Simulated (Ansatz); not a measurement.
Coupled-cluster run, `CC(C)(C)F`.

```yaml
crystal:
  periodic: [false, false, false]
  atoms:
    - {symbol: C, position_ang: [-1.293652, 0.650917, 0.118258]}
    - {symbol: C, position_ang: [0.149395, 0.271977, -0.138739]}
    - {symbol: C, position_ang: [0.897397, -0.023717, 1.143871]}
    - {symbol: C, position_ang: [0.271959, -0.855137, -1.142044]}
    - {symbol: F, position_ang: [0.765946, 1.396186, -0.716323]}
    - {symbol: H, position_ang: [-1.346761, 1.505055, 0.795866]}
    - {symbol: H, position_ang: [-1.788294, 0.917913, -0.817460]}
    - {symbol: H, position_ang: [-1.834265, -0.183681, 0.569953]}
    - {symbol: H, position_ang: [0.842558, 0.830882, 1.820764]}
    - {symbol: H, position_ang: [1.947557, -0.232242, 0.931248]}
    - {symbol: H, position_ang: [0.466791, -0.892224, 1.646980]}
    - {symbol: H, position_ang: [-0.190474, -1.765356, -0.754096]}
    - {symbol: H, position_ang: [1.322634, -1.063260, -1.352508]}
    - {symbol: H, position_ang: [-0.223493, -0.586515, -2.076870]}
basis:
  gaussian: {orbitals: def2-TZVPP}
correlation: {method: ccsd_t}
output: {orbitals: {seedname: orbitals}}
```

```sh
$ ansatz run in.yaml --threads 4 --pin off --events-out ev --progress --plain --max-ram 10444MiB
```

Output of Ansatz, abridged:

```
Functional definition: HF
1649 factors; integrals over basis functions are off by at most 9.6e-4 eV
mean field evaluation 1: about -6969.0992 eV, gradient 3.9e1 eV
mean field evaluation 2: about -6969.3023 eV, gradient 3.9e1 eV
mean field evaluation 4: about -6973.3149 eV, gradient 4.0e0 eV
mean field evaluation 8: about -6973.3652 eV, gradient 2.4e-1 eV
mean field -6973.36535502 eV, -256.2664500801 hartree, gradient 2.4e-6 eV, S^2 0.000000; 0 other end points of the search recorded, 0 dependent functions left out
5 core orbitals not correlated: weight in the atoms' cores, before any rotation towards them, 1.000 or more for the frozen orbitals, at most 0.000 for the correlated occupied ones
reference -6973.36535502 eV, -256.2664500801 hartree; 16, 16 occupied and 260, 260 virtual orbitals, 1649 factors
second order -25.98850163 eV of doubles, -0.00000000 eV of singles
cycle   1  -26.58206493 eV  change   -5.9e-1 eV  update   9.7e-2
cycle   2  -27.14995782 eV  change   -5.7e-1 eV  update   2.8e-2
cycle   3  -27.27130188 eV  change   -1.2e-1 eV  update   1.3e-2
cycle   4  -27.26679058 eV  change    4.5e-3 eV  update   2.5e-3
cycle   5  -27.26628054 eV  change    5.1e-4 eV  update   9.3e-4
cycle   6  -27.26674261 eV  change   -4.6e-4 eV  update   2.4e-4
cycle   7  -27.26674000 eV  change    2.6e-6 eV  update   7.9e-5
cycle   8  -27.26671288 eV  change    2.7e-5 eV  update   2.3e-5
perturbative correction -0.97812666 eV, -0.0359454919 hartree
Total energy: -7001.61019456 eV, -257.3044287882 hartree
```

Hardware: 4 threads of an AMD EPYC 7B13 on a shared host. Wall time 3 min, peak host memory 8.8 GiB.

The correlation energy is -28.245 eV, 3.5 % of it from (T); the T1 diagnostic reads 0.0097.
